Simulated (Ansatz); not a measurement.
# C4H6ClF: one species, many methods

An exercise on one series of results from a longer session: the logs are not shown, and one member is left open.

Computed with Ansatz 0.2.0, Gaussian basis. Level: functionals in def2-TZVPP, the program's frozen cores in correlated methods.

Levels to be run: LDA (SPW92), PBE-D4, revPBE-D4, BLYP-D4, r2SCAN-D4, B97M-V, PBE0-D4, B3LYP-D4, r2SCANh-D4, r2SCAN0-D4, HSE06-D4, BHLYP-D4, CAM-B3LYP-D4, LC-ωPBE, ωB97X-V, ωB97M-V, B2PLYP, PBE-QIDH; CCSD(T)/def2-SVP; CCSD(T)/def2-TZVPP; MP2/def2-QZVPP; extrapolation to the limit; RPA on PBE.

### Structure used throughout

All runs share one geometry, relaxed beforehand with PBE0-D4 in a triple-zeta def2 set.

SMILES `C/C(Cl)=C/CF`, 12 atoms, charge 0, spin multiplicity 1.

Atoms are counted from 1 here; the program's logs count them from 0.

Bond lengths: C1–C2 1.486 Å, C1–H7 1.093 Å, C1–H8 1.093 Å, C1–H9 1.091 Å, C2–Cl3 1.739 Å, C2–C4 1.327 Å, C4–C5 1.483 Å, C4–H10 1.086 Å, C5–F6 1.387 Å, C5–H11 1.096 Å, C5–H12 1.091 Å. Angles: C2–C1–H7 110.8°, C2–C1–H8 110.4°, C2–C1–H9 110.3°, H7–C1–H8 107.3°, H7–C1–H9 108.9°, H8–C1–H9 109.0°, C1–C2–Cl3 113.4°, C1–C2–C4 125.5°, Cl3–C2–C4 121.1°, C2–C4–C5 127.1°, C2–C4–H10 117.0°, C5–C4–H10 115.8°, C4–C5–F6 109.5°, C4–C5–H11 111.0°, C4–C5–H12 111.8°, F6–C5–H11 107.0°, F6–C5–H12 108.3°, H11–C5–H12 109.0°.

Geometry (Å):

```xyz
12
C4H6ClF
C    -1.89751    0.10656   -0.47330
C    -0.60819   -0.09127    0.23862
Cl   -0.80167   -0.59442    1.89223
C     0.59735    0.07338   -0.29085
C     1.90481   -0.12466    0.38023
F     2.73317    0.95481    0.10935
H    -2.47294   -0.82225   -0.49907
H    -2.50737    0.85273    0.04221
H    -1.71785    0.44004   -1.49602
H     0.64142    0.38036   -1.33206
H     2.41024   -1.01979    0.00016
H     1.79545   -0.21058    1.46260
```

The first run:

in.yaml

```yaml
crystal:
  periodic: [false, false, false]
  atoms:
    - {symbol: C, position_ang: [-1.897512, 0.106560, -0.473301]}
    - {symbol: C, position_ang: [-0.608190, -0.091270, 0.238620]}
    - {symbol: Cl, position_ang: [-0.801670, -0.594424, 1.892226]}
    - {symbol: C, position_ang: [0.597350, 0.073379, -0.290845]}
    - {symbol: C, position_ang: [1.904814, -0.124664, 0.380235]}
    - {symbol: F, position_ang: [2.733168, 0.954806, 0.109349]}
    - {symbol: H, position_ang: [-2.472944, -0.822246, -0.499068]}
    - {symbol: H, position_ang: [-2.507373, 0.852731, 0.042213]}
    - {symbol: H, position_ang: [-1.717852, 0.440042, -1.496023]}
    - {symbol: H, position_ang: [0.641422, 0.380358, -1.332063]}
    - {symbol: H, position_ang: [2.410237, -1.019787, 0.000159]}
    - {symbol: H, position_ang: [1.795449, -0.210585, 1.462598]}
basis:
  gaussian: {orbitals: def2-TZVPP}
hamiltonian: {xc: lda}
output: {orbitals: {seedname: orbitals}}
```

Among the steps run: LDA; PBE-D4 (GGA); revPBE-D4 (GGA); BLYP-D4 (GGA); r2SCAN-D4 (meta-GGA); B97M-V (meta-GGA); PBE0-D4 (hybrid); B3LYP-D4 (hybrid); r2SCANh-D4 (hybrid); r2SCAN0-D4 (hybrid); HSE06-D4 (hybrid); BHLYP-D4 (hybrid); CAM-B3LYP-D4 (range-separated); LC-ωPBE (range-separated); ωB97X-V (range-separated); ωB97M-V (range-separated); B2PLYP (double hybrid); PBE-QIDH (double hybrid).

One table of the session follows, with a row left open; its other results are not shown here.

It belongs to the step «Orbital energies across the functionals». 

| functional | HOMO (eV) | gap (eV) |
| --- | --- | --- |
| LDA (SPW92) | ? | ? |
| PBE-D4 | -6.24 | 4.95 |
| revPBE-D4 | -6.18 | 4.98 |
| BLYP-D4 | -6.10 | 4.95 |
| r2SCAN-D4 | -6.46 | 5.38 |
| B97M-V | -6.51 | 5.51 |
| PBE0-D4 | -7.41 | 7.12 |
| B3LYP-D4 | -7.20 | 6.68 |
| r2SCANh-D4 | -6.90 | 6.18 |
| r2SCAN0-D4 | -7.56 | 7.38 |
| HSE06-D4 | -7.01 | 6.34 |
| BHLYP-D4 | -8.45 | 9.28 |
| CAM-B3LYP-D4 | -8.73 | 9.58 |
| LC-ωPBE | -10.09 | 12.09 |
| ωB97X-V | -9.72 | 11.65 |
| ωB97M-V | -9.60 | 11.42 |

**Question.** Estimate the row for LDA (SPW92).

As computed: HOMO (eV): -6.40; gap (eV): 4.88. In the column «HOMO (eV)» it lies between r2SCAN-D4 (-6.46) and PBE-D4 (-6.24).
